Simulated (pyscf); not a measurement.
`[CH3][CH]([CH3])[Te][CH]([CH3])[CH3]` -> `[CH2]=[C]([CH3])[Te][CH]([CH3])[CH3]` + `[H][H]`, gas phase, singlet surface. Optimised with ωB97X-D3(BJ)/def2-SVP in PySCF. ΔG in kcal/mol from ωB97M-D3(BJ)/def2-TZVP energies (ideal gas, 1 atm, RRHO with modes under 100 cm⁻¹ raised to 100, one conformer, R ln 2 for chiral ones without a mode under 150 cm⁻¹).

| T (K) | ΔG |
|---|---|
| 298 | +20.4 |
| 600 | ? |
| 900 | +0.9 |
| 1200 | -9.0 |

Question: Fit a line to the three values, predict ΔG at 600 K, and estimate where the reaction turns favourable at 1 atm of each gas.

Answer: Least squares gives ΔG = +30.1 − 32.6 × T/1000 K, so ΔS is about +136 J/(mol K) and ΔH about +30.1 kcal/mol over this range (ΔH at 298 K: +29.3). At 600 K the line gives +10.5; the computed value is +10.8. ΔG = 0 falls near 920 K; 1 kcal/mol in the energy moves that by 31 K. This is thermodynamics alone and says nothing of the barrier. Elements past Kr carry the def2 core potentials, without spin-orbit coupling.
